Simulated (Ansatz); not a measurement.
Errors in the dipole moment

10 molecules holding an element from Na to Cl; the dipole moment in D, computed less measured. Shapes, held fixed at every level: PBE0-D4/def2-TZVP. No vibrational averaging. Dipoles are compared by magnitude; molecules under 1 D, whose direction can flip, are left out. Programs: Ansatz 0.2.0. Measured values: NIST CCCBDB.

Levels: A = PBE-D4/def2-TZVPP; B = r2SCAN-D4/def2-TZVPP; C = B3LYP-D4/def2-TZVPP; D = wB97M-V/def2-TZVPP.

| molecule | measured | A | B | C | D |
| --- | --- | --- | --- | --- | --- |
| HCl (hydrogen chloride) | 1.08 | +0.09 | +0.14 | +0.11 | +0.11 |
| PF3 (phosphorus trifluoride) | 1.03 | -0.19 | -0.18 | +0.02 | +0.04 |
| CHCl2F (dichlorofluoromethane) | 1.29 | -0.13 | -0.06 | -0.04 | -0.04 |
| SiH2Cl2 (dichlorosilane (DCS)) | 1.13 | -0.09 | -0.02 | +0.01 | 0.00 |
| SCl2O2 (sulfuryl chloride) | 1.81 | -0.18 | -0.13 | +0.05 | +0.14 |
| CH4S (methanethiol) | 1.52 | +0.01 | +0.08 | 0.00 | -0.01 |
| C2H3ClO (acetyl chloride) | 2.72 | -0.05 | +0.08 | +0.06 | +0.06 |
| C2H3ClF2 (1-chloro-1,1-difluoroethane) | 2.14 | -0.08 | +0.03 | +0.01 | +0.01 |
| C2H5Cl (SMILES CCCl) | 2.05 | -0.07 | +0.05 | -0.01 | -0.01 |
| C3H7Cl (2-chloropropane) | 2.17 | -0.11 | +0.01 | -0.05 | -0.05 |

(1) Which level does best on this set, which worst, and which err to one side?

Results:

(1) 
```tsv
level	kind	mean error	mean absolute error	worst case
PBE-D4/def2-TZVPP	GGA	-0.080	0.100	PF3
r2SCAN-D4/def2-TZVPP	meta-GGA	0.000	0.078	PF3
B3LYP-D4/def2-TZVPP	global hybrid	+0.016	0.036	HCl
wB97M-V/def2-TZVPP	range-separated hybrid	+0.025	0.047	SCl2O2
```

On this set B3LYP-D4/def2-TZVPP has the smallest mean absolute error and PBE-D4/def2-TZVPP the largest. PBE-D4/def2-TZVPP is too low in 8 of 10. The tabulated value of HCl is in doubt (older tables, estimates, or at odds with other calculations) and kept here. Over the 9 molecules whose values aren't doubted the mean absolute errors are A 0.101; B 0.071; C 0.028; D 0.040. The smallest two are near a tie. The set is small.
